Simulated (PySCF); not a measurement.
**How exact exchange moves a shielding**

Molecule: SMILES CC(F)(F)F, C2H3F3.

Mapped SMILES: `[CH3:1][C:2]([F:3])([F:4])[F:5]`; H(Xn) means a hydrogen on atom n.

GIAO shieldings (ppm, equivalent atoms averaged) in PySCF on the PBE0-D3(BJ)/def2-SVP geometry, basis pcSseg-2, gas phase, non-relativistic:

| functional | exact exchange (%) | σ(C2) | σ(F3/F4/F5) |
| --- | --- | --- | --- |
| BLYP | 0 | 32.8 | 232.7 |
| BP86 | 0 | 38.1 | 234.1 |
| PBE | 0 | 38.1 | 232.7 |
| B3LYP | 20 | 41.4 | 246.2 |
| PBE0 | 25 | 48.2 | 250.0 |
| BHandHLYP | 50 | 53.5 | 264.0 |
| HF | 100 | 73.6 | 291.7 |

(1) Fit each shielding as a line in the percentage of exact exchange.

(2) What does the line predict for mPW1PW91 (25 %), and what does the run give?

Results:

(1) σ(C2) = 36.2 + 0.37 x (rms 2.2 ppm); σ(F3/F4/F5) = 233.8 + 0.59 x (rms 1.0 ppm). The functionals also differ in their semilocal parts, which the line can't hold; Hartree–Fock has no correlation at all.

(2) σ(C2): 45.5 predicted, 47.5 computed; σ(F3/F4/F5): 248.6 predicted, 250.9 computed ppm.
